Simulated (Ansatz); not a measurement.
A run of Ansatz (development build ahead of 0.2.0) on doublet NO₂ at this shape:

```xyz
3

N    -0.0496   -0.0014   -0.3088
O     0.0135    1.0454    0.1458
O    -0.0122   -1.0447    0.1424
```

Its results:

```json
{
 "Converged": "yes",
 "Reference energy": "-204.11366 hartree",
 "Correlation energy": "-0.65252 hartree",
 "Total energy": "-204.76617 hartree",
 "Spin squared of the determinant": "0.766"
}
```

Task: Which input gives this output? Name the method, the orbitals and the basis set, and write the input.

Result: UHF-MP2 in cc-pVTZ.

```yaml
crystal:
  periodic: [false, false, false]
  atoms:
    - { symbol: "N", position_ang: [-0.04962, -0.00137, -0.30883] }
    - { symbol: O, position_ang: [0.01347, 1.04545, 0.14579] }
    - { symbol: O, position_ang: [-0.01216, -1.04466, 0.14245] }
basis:
  gaussian: { orbitals: cc-pVTZ }
magnetization:
  spin_polarized: true
  initial_magnetization: 1
hamiltonian:
  xc: hf
correlation:
  method: mp2
  frozen_orbitals: { "N": 1, O: 1 }
```
